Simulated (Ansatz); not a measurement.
# One shape, several levels: H3S+ (sulfonium)

We compute a comparison of 6 runs (UHF/6-31G, B2PLYP/6-31G, CAM-B3LYP/3-21G, UPBE0/3-21G, CCSDT(Q)/6-31G, FCI/6-31G) of H3S+ (sulfonium). 

The calculation is run with Ansatz 0.2.0.

9 further runs of the same task are left out: 7 that didn't finish, 2 set aside as unsound or not needed.

**1. The system as given**

H3S+: 4 atoms, total charge +1, spin state singlet. SMILES: `[SH3+]`. The H2–S1 distance was set to 2.711 Å, away from the relaxed value. At this shape a bond of the SMILES string is far longer than usual.

Bond lengths: S1–H3 1.355 Å, S1–H4 1.355 Å. Angles: H3–S1–H4 93.7°.

**2. The energy at UHF/6-31G (run 1)**

File run.yaml:

```yaml
crystal:
  periodic: [false, false, false]
  atoms:
    - {symbol: S, position_ang: [-0.244798, -0.482753, -1.626289]}
    - {symbol: H, position_ang: [0.848020, 0.280920, 0.734350]}
    - {symbol: H, position_ang: [-1.040568, -1.419773, -1.055309]}
    - {symbol: H, position_ang: [-1.201918, 0.476077, -1.593779]}
basis:
  gaussian: {orbitals: 6-31G}
total_charge: 1
magnetization: {spin_polarized: true, initial_magnetization: 0}
hamiltonian: {xc: hf}
accuracy: high
```

On the command line:

```console
$ ansatz run run.yaml --threads 1 --pin off --max-ram 2610MiB --events-out events.jsonl --progress --plain --runs-dir runs
```

Log:

```text
Warning: RAYON_NUM_THREADS=1 ignored (pool sized by the plan → 1); use --threads N
Functional definition: HF
  name "HF"
  exchange = exact_x
  correlation = 0
403 factors; integrals over basis functions are off by at most 4.0e-9 eV
mean field evaluation 1: about -10846.9167 eV, gradient 1.6e1 eV
mean field evaluation 2: about -10846.9189 eV, gradient 1.6e1 eV
mean field evaluation 4: about -10849.7435 eV, gradient 1.1e0 eV
mean field evaluation 8: about -10849.7681 eV, gradient 2.8e-2 eV
mean field evaluation 16: about -10849.7681 eV, gradient 3.7e-4 eV
mean field evaluation 32: about -10851.3859 eV, gradient 2.0e-8 eV
mean field -10851.38588733 eV, -398.7810760257 hartree, gradient 2.7e-8 eV, S^2 0.906377; 2 other end points of the search recorded, 0 dependent functions left out
reference -10851.38588733 eV, -398.7810760257 hartree; 9, 9 occupied and 10, 10 virtual orbitals, 403 factors
Total energy: -10851.38588733 eV, -398.7810760257 hartree
```

Wall time 0.22 s (1 thread of Arm Neoverse V2, shared host).

**3. A single-point energy at B2PLYP/6-31G (run 2)**

File input.yaml:

```yaml
crystal:
  periodic: [false, false, false]
  atoms:
    - {symbol: S, position_ang: [-0.244798, -0.482753, -1.626289]}
    - {symbol: H, position_ang: [0.848020, 0.280920, 0.734350]}
    - {symbol: H, position_ang: [-1.040568, -1.419773, -1.055309]}
    - {symbol: H, position_ang: [-1.201918, 0.476077, -1.593779]}
basis:
  gaussian: {orbitals: 6-31G}
magnetization: {spin_polarized: false}
hamiltonian: {xc: {name: B2PLYP}}
total_charge: 1
accuracy: high
correlation: {frozen_orbitals: {H: 0, S: 5}}
```

On the command line:

```console
$ ansatz run input.yaml --threads 1 --pin off --max-ram 2610MiB --events-out events.jsonl --progress --plain --runs-dir runs
```

Log:

```text
Warning: RAYON_NUM_THREADS=1 ignored (pool sized by the plan → 1); use --threads N
Functional definition: B2PLYP
  name "B2PLYP"
  parameter a = 0.53
  parameter c = 0.27
  exchange = (1 - a)*b88_x + a*exact_x
  correlation = (1 - c)*lyp_c + c*(mp2_os + mp2_ss)
403 factors; integrals over basis functions are off by at most 4.0e-9 eV
mean field evaluation 1: about -10859.7244 eV, gradient 2.8e1 eV
mean field evaluation 2: about -10859.7229 eV, gradient 2.8e1 eV
mean field evaluation 4: about -10863.6844 eV, gradient 6.2e0 eV
mean field evaluation 8: about -10864.1805 eV, gradient 1.3e-2 eV
mean field evaluation 16: about -10864.1800 eV, gradient 7.0e-6 eV
mean field -10864.17998512 eV, -399.2512504474 hartree, gradient 5.0e-8 eV, S^2 0.000000; 0 other end points of the search recorded, 0 dependent functions left out; unrestricted orbitals would lower it
5 core orbitals not correlated: weight in the atoms' cores, before any rotation towards them, 1.000 or more for the frozen orbitals, at most 0.000 for the correlated occupied ones
reference -10864.18000386 eV, -399.2512511362 hartree; 4, 4 occupied and 10, 10 virtual orbitals, 403 factors
second order -3.65769261 eV of doubles, -0.00000000 eV of singles
Total energy: -10865.16758087 eV, -399.2875439217 hartree
```

It took 0.84 s on 1 thread of Arm Neoverse V2, shared host.

Runs 3 to 5 aren't shown in full; the table further down has their settings and results.

**4. A single-point energy at FCI/6-31G (run 6)**

File job.yaml:

```yaml
crystal:
  periodic: [false, false, false]
  atoms:
    - symbol: S
      position_ang: [-0.244798, -0.482753, -1.626289]
    - symbol: H
      position_ang: [0.848020, 0.280920, 0.734350]
    - symbol: H
      position_ang: [-1.040568, -1.419773, -1.055309]
    - symbol: H
      position_ang: [-1.201918, 0.476077, -1.593779]
basis:
  gaussian: {orbitals: 6-31G}
total_charge: 1
magnetization: {spin_polarized: false}
correlation: {method: fci, frozen_orbitals: {H: 0, S: 5}}
accuracy: high
```

On the command line:

```console
$ ansatz run job.yaml --threads 1 --pin off --max-ram 2610MiB --events-out events.jsonl --progress --plain --runs-dir runs
```

Log:

```text
Warning: RAYON_NUM_THREADS=1 ignored (pool sized by the plan → 1); use --threads N
Functional definition: HF
  name "HF"
  exchange = exact_x
  correlation = 0
403 factors; integrals over basis functions are off by at most 4.0e-9 eV
mean field evaluation 1: about -10846.9167 eV, gradient 2.2e1 eV
mean field evaluation 2: about -10846.9189 eV, gradient 2.2e1 eV
mean field evaluation 4: about -10849.7435 eV, gradient 1.5e0 eV
mean field evaluation 8: about -10849.7681 eV, gradient 2.7e-4 eV
mean field -10849.76809054 eV, -398.7216230902 hartree, gradient 2.8e-8 eV, S^2 0.000000; 0 other end points of the search recorded, 0 dependent functions left out; unrestricted orbitals would lower it
mean field evaluation 16: about -10851.2873 eV, gradient 2.6e0 eV
unrestricted determinant -10851.38588733 eV, -398.7810760257 hartree, S^2 0.9064
5 core orbitals not correlated: weight in the atoms' cores, before any rotation towards them, 1.000 or more for the frozen orbitals, at most 0.000 for the correlated occupied ones
reference -10849.76809054 eV, -398.7216230902 hartree; 4, 4 occupied and 10, 10 virtual orbitals, 403 factors
state -10853.45324710 eV, -398.8570500961 hartree
Total energy: -10853.45324710 eV, -398.8570500961 hartree
```

Wall time 3.3 s (1 thread of Arm Neoverse V2, shared host); peak memory 0.14 GiB.

**5. All runs side by side**

```
run            level  frozen core orbitals  energy (Eh)  wall time
  1        UHF/6-31G                     –  -398.781076     0.22 s
  2     B2PLYP/6-31G                     5  -399.287544     0.84 s
  3  CAM-B3LYP/3-21G                     –  -397.514884     0.68 s
  4      UPBE0/3-21G                     –  -397.390093        2 s
  5   CCSDT(Q)/6-31G                     5  -398.856952      0.3 s
  6        FCI/6-31G                     5  -398.857050      3.3 s
```

**6. Results**

```
                                          quantity          value
                               run 6: total energy  -398.85705 Eh
run 6: correlation energy (5 core orbitals frozen)     -135.4 mEh
```

What this shows: Against full CI in this basis: UHF +76.0 mEh; CCSDT(Q) +0.1 mEh. Totals of different functionals can't be ranked against each other. In runs 2, 5 the log says that unrestricted orbitals would lower the reference, so the values rest on an unstable closed-shell determinant (other closed-shell runs at this shape may share the fault). Spin contamination of the reference: run 1 ⟨S²⟩ = 0.91, run 4 ⟨S²⟩ = 0.58. Where it is this large, the reference is a mixture of spin states, and values that rest on it are in doubt. All runs together took 7.3 s, the longest 3.3 s.
